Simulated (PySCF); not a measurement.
# Silicon: highly charged ions in a basis for the neutral atom

Si¹²⁺ 1s2, Si¹³⁺ 1s1. Computed with PySCF 2.14 in x2c-TZVPall, with scalar relativity by spin-free X2C-1e. No spin-orbit coupling, so a gap to NIST mixes the basis error with missing relativistic terms.

Changed run: basis of the neutral atom used for a highly charged ion. This setting is unsound on purpose.

```json
{"species": "Si¹²⁺", "method": "UHF", "sound run (hartree)": "not run", "changed run (hartree)": "-187.81543", "converged": "yes"}
{"species": "Si¹²⁺", "method": "PBE", "sound run (hartree)": "not run", "changed run (hartree)": "-187.70021", "converged": "yes"}
{"species": "Si¹²⁺", "method": "M06-L", "sound run (hartree)": "not run", "changed run (hartree)": "-187.97428", "converged": "yes"}
{"species": "Si¹³⁺", "method": "UHF", "sound run (hartree)": "not run", "changed run (hartree)": "-98.19898", "converged": "yes"}
{"species": "Si¹³⁺", "method": "PBE", "sound run (hartree)": "not run", "changed run (hartree)": "-98.11795", "converged": "yes"}
{"species": "Si¹³⁺", "method": "M06-L", "sound run (hartree)": "not run", "changed run (hartree)": "-98.24592", "converged": "yes"}
```

Ionisation energy of Si¹²⁺:

```
method  changed run (eV)  NIST (eV)
   UHF            2438.6     2437.7
   PBE            2437.7     2437.7
 M06-L            2441.6     2437.7
```

The contracted functions were made for the neutral atom and can be too rigid for a highly charged ion.
